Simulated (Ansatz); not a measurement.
What does this script print? It uses Ansatz's Python interface.

`run_torsion.py`:
```python
'''Energy of C2H2ClF as one group turns about a bond.'''

import ansatz as az
from ase import Atoms

BASIS = '6-31G*'
XC = 'r2scan'
FMAX = 0.02

atoms = Atoms(['F', 'C', 'C', 'Cl', 'H', 'H'], positions=[
    [-1.7822, 0.4303, 0.004],
    [-0.6373, -0.2765, 0.0005],
    [0.547, 0.3245, -0.0002],
    [2.025, -0.537, -0.0047],
    [-0.8292, -1.3394, -0.0015],
    [0.6767, 1.3981, 0.0019],
])

# relax first, so that the scan starts from a minimum
first = az.Crystal.molecule_from_ase(atoms).calculation()
first = first.basis(gaussian=BASIS)
first = first.functional(XC)
first = first.relax(force_tolerance=FMAX, max_steps=80)
atoms.positions = first.run(threads=1, pin='off').report['positions_ang']

start = atoms.get_dihedral(3, 2, 1, 0)
energies = {}
for turn in range(0, 360, 30):
    turned = atoms.copy()
    turned.set_dihedral(3, 2, 1, 0, start + turn, indices=[0, 1, 4])
    model = (
        az.Crystal.molecule_from_ase(turned).calculation()
        .basis(gaussian=BASIS)
        .functional(XC)
    )
    energies[round((start + turn) % 360)] = model.run(threads=1, pin='off').report['free_energy_ev']
floor = min(energies.values())
print('dihedral Cl3-C2-C1-F0 (deg)   E - E(min) (kcal/mol)')
for angle, e in sorted(energies.items()):
    print(f'{angle:8d} {23.060548 * (e - floor):14.3f}  ' + '#' * int(30 * (e - floor) / max(max(energies.values()) - floor, 1e-9)))
```

```console
$ python run_torsion.py
dihedral Cl3-C2-C1-F0 (deg)   E - E(min) (kcal/mol)
      30         10.933  ###
      60         42.275  ##############
      90         89.382  ##############################
     120         42.221  ##############
     150         11.509  ###
     180          0.903
     210         11.499  ###
     240         42.202  ##############
     270         89.354  #############################
     300         42.297  ##############
     330         10.944  ###
     360          0.000
```

The scan is rigid and the energies are electronic, in a modest basis. With rigid groups the curve can differ much from the relaxed path, the start wasn't checked as a minimum of this torsion, and equivalent turns needn't return to the same energy. Timing: 57 s on 1 thread of Arm Neoverse V1 (shared host), peak memory 0.21 GiB.
